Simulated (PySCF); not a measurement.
**BCl: bond curves at several levels of theory**

One table from this session's results is given with a row withheld; the runs are named, their logs left out.

Computed with PySCF 2.14.0. Level: B 6-311G(d,p), Cl 6-311G(d,p), no relativity.

Set-up of the first run:

The job is set up so:

| Property | Result |
| --- | --- |
| atoms | B, Cl |
| charge | 0 |
| basis | B 6-311G(d,p), Cl 6-311G(d,p) |
| Hamiltonian | no relativity |
| basis functions | 44 |
| electrons treated | 22 |
| masses in u | 11.0093, 34.9689 |
| levels | PBE0, PBE, r²SCAN, M06-L, MN15, r²SCAN0, LC-ωPBE, HF, MP2, SCS-MP2, CCSD, CCSD(T) |
| grid | 80 radial by 434 angular points |
| occupations | held fixed by the projection of orbital angular momentum |
| dissociation limit | B + Cl, each in its ground configuration |
| starting distance in angstrom | 1.785 |
| values of 2S to try | 0, 2 |

Among the steps run: The job; PBE0 along the bond; Excited determinants; PBE (GGA); r²SCAN (meta-GGA); M06-L; MN15 (hybrid meta-GGA); r²SCAN0 (hybrid meta-GGA); LC-ωPBE (range-separated hybrid); RHF (mean field); MP2 and coupled cluster.

One of the session's tables, all rows but one given; the rest of the session is left out.

It belongs to the step «The curves together». Energy (eV) from each level's lowest point:

```
R (Å)    RHF  RHF-MP2  RHF-SCS-MP2  RHF-CCSD  RHF-CCSD(T)
1.486  1.013    0.918        0.948       n/a          n/a
1.555  0.448    0.383        0.404     0.435        0.443
1.624  0.139    0.101        0.114     0.131        0.136
1.676  0.030    0.012        0.018     0.026        0.029
1.728  0.000    0.000        0.000     0.000        0.000
1.780      ?        ?            ?         ?            ?
1.849  0.138    0.179        0.164     0.149        0.143
1.935  0.347    0.415        0.391     0.368        0.357
2.039  0.661    0.760        0.724     0.695        0.678
2.177  1.126    1.265        1.214       n/a          n/a
```

**Question.** Estimate the row for R (Å) = 1.780.

Worked estimate for «RHF». A straight line through the neighbours (1.728, 0.000) and (1.849, 0.138) gives 0.000 + (0.138 − 0.000) × (1.780 − 1.728) / (1.849 − 1.728) = 0.059; a parabola fitted to 4 rows on both sides gives 0.035.

**Answer.** RHF: 0.030; RHF-MP2: 0.048; RHF-SCS-MP2: 0.041; RHF-CCSD: 0.034; RHF-CCSD(T): 0.032. In «RHF» the line misses by +0.029 and the parabola by +0.005.

State 2 has its PBE0 minimum 2.14 eV higher. The other levels ran on the lowest alone.
